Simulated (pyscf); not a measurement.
Br–B(Br)–Br (SMILES BrB(Br)Br) + H• (SMILES [H]) -> HBr (SMILES Br) + [Br–B–Br]• (SMILES Br[B]Br) (atom transfer; doublet surface; B–Br broken, Br–H formed). PySCF, gas phase, ωB97X-D3(BJ)/def2-SVP geometries. Energies in kcal/mol from the separated reactants.

| level | barrier | reaction energy |
|---|---|---|
| ωB97X-D3(BJ)/def2-TZVP | 18.0 | +12.8 |
| r²SCAN/def2-TZVP | … | … |
| B3LYP-D3(BJ)/def2-TZVP | 11.5 | +7.3 |
| M06-2X/def2-TZVP | 16.5 | +9.9 |
| ωB97M-D3(BJ)/def2-TZVP | 17.9 | +10.7 |
| HF/def2-TZVP | … | +6.8 |

Problem. Fill in the missing entries.

Solution. 
- r²SCAN/def2-TZVP, barrier: 9.2
- r²SCAN/def2-TZVP, reaction energy: +7.2
- HF/def2-TZVP, barrier: 32.3

The functionals in the table span 8.8 kcal/mol in this barrier, from r²SCAN to ωB97X-D3(BJ)/def2-TZVP. This is the saddle that the search found; another between the same sides may lie lower. The angle at the transferred Br is 120°: a side-on saddle, likely not the lowest. Elements up to Kr have no core potential and no relativistic terms here.
